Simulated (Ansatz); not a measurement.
# CHO3−: geometry and frequencies at several levels

One table from this session's results is given with a row withheld; the runs are named, their logs left out.

Program: Ansatz 0.2.0. Level of theory: the levels named in each step. These are calculated values, not measurements.

## The structure to begin with

Bond lengths: O1–C2 1.229 Å, C2–O3 1.219 Å, C2–O4 1.457 Å, O4–H5 0.964 Å. Angles: O1–C2–O3 132.2°, O1–C2–O4 113.5°, O3–C2–O4 114.3°, C2–O4–H5 105.0°.

Structure file:

```xyz
5

O     0.0434    1.1936   -0.4578
C    -0.1371    0.0529   -0.0369
O    -1.1448   -0.6181    0.1033
O     1.0914   -0.6169    0.3693
H     1.7919    0.0254    0.2050
```

The first run:

input.yaml reads:

```yaml
crystal:
  periodic: [false, false, false]
  atoms:
    - { symbol: O, position_ang: [0.04344, 1.19364, -0.45781] }
    - { symbol: C, position_ang: [-0.13709, 0.05291, -0.0369] }
    - { symbol: O, position_ang: [-1.14476, -0.61808, 0.10326] }
    - { symbol: O, position_ang: [1.09135, -0.61688, 0.36933] }
    - { symbol: H, position_ang: [1.79186, 0.02541, 0.205] }
total_charge: -1
basis:
  gaussian: { orbitals: def2-SVPD }
hamiltonian:
  xc: pbe
  dispersion: d4
relax:
  f_tol: 0.03
  max_steps: 200
```

Launch:

```bash
$ ansatz run input.yaml --threads 2 --pin off --max-ram 5120MiB --backend cpu --events-out ev --progress --plain --runs-dir out
```

Among the steps run: A rough first relaxation, PBE-D4/def2-SVPD; Relaxation, PBE0-D4/def2-TZVPPD; Frequencies, PBE0-D4/def2-TZVPPD; Relaxation, PBE-D4/def2-TZVPPD; Frequencies, PBE-D4/def2-TZVPPD; Relaxation, r2SCAN-D4/def2-TZVPPD; Frequencies, r2SCAN-D4/def2-TZVPPD; Relaxation, B3LYP-D4/def2-TZVPPD; Frequencies, B3LYP-D4/def2-TZVPPD; Relaxation, B2PLYP/def2-TZVPPD.

One table of the session follows, with a row left open; its other results are not shown here.

```
                level  O1–C2 (Å)  C2–O3 (Å)  C2–O4 (Å)  highest frequency (cm⁻¹)
  PBE0-D4/def2-TZVPPD     1.2466     1.2305     1.4292                      3862
   PBE-D4/def2-TZVPPD     1.2592     1.2427     1.4661                      3679
r2SCAN-D4/def2-TZVPPD          ?          ?          ?                         ?
 B3LYP-D4/def2-TZVPPD     1.2491     1.2332     1.4473                      3806
   B2PLYP/def2-TZVPPD     1.2516     1.2354     1.4455                         -
```

Estimate the missing values for r2SCAN-D4/def2-TZVPPD.

As computed: O1–C2 (Å): 1.2499; C2–O3 (Å): 1.2339; C2–O4 (Å): 1.4508; highest frequency (cm⁻¹): 3789. In the column «O1–C2 (Å)» it lies between B3LYP-D4/def2-TZVPPD (1.2491) and B2PLYP/def2-TZVPPD (1.2516).
